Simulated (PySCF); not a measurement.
1,2,5-thiadiazole, C2H2N2S.
SMILES with atom numbers: `[cH:1]1[cH:2][n:3][s:4][n:5]1` (hydrogens: H6 on C1; H7 on C2)

All values: wB97X-D/pcSseg-2 (PySCF, non-relativistic), on one gas-phase PBE0-D3(BJ)/def2-TZVP geometry that isn't relaxed in the solvent. The solvent is an IEF-PCM continuum (van der Waals radii × 1.2). Only the electrostatic response of the medium enters.

Gas phase at wB97X-D/pcSseg-2: HOMO -9.80 eV, LUMO 0.09 eV, dipole 1.57 D.

Task: What does the continuum do to the energy, the frontier levels and the dipole at wB97X-D/pcSseg-2 in chloroform?

Result: 
| solvent | ε | E(solvent) − E(gas) (kcal/mol) | polarisation term (kcal/mol) | distortion of the solute (kcal/mol) | HOMO (eV) | LUMO (eV) | dipole (D) |
| --- | --- | --- | --- | --- | --- | --- | --- |
| chloroform | 4.711 | -3.06 | -3.41 | 0.35 | -9.70 | 0.13 | 2.00 |

The first energy column is the sum of the next two and covers electrostatics alone.

Task: Which radius a makes the point-dipole formula ΔE = −[(ε − 1)/(2ε + 1)]·μ²/a³ give the value in chloroform, with the gas-phase dipole?

Result: μ = 0.620 au and |ΔE| = 0.00487 Eh give a = 1.61 Å; the farthest nucleus lies 1.87 Å from the centroid of the nuclei, so such a sphere wouldn't even hold the nuclei. The formula assumes a rigid point dipole at the centre of a sphere.

wB97X-D is run here without its empirical dispersion term; that term would change no orbital, density or response property at a fixed geometry.
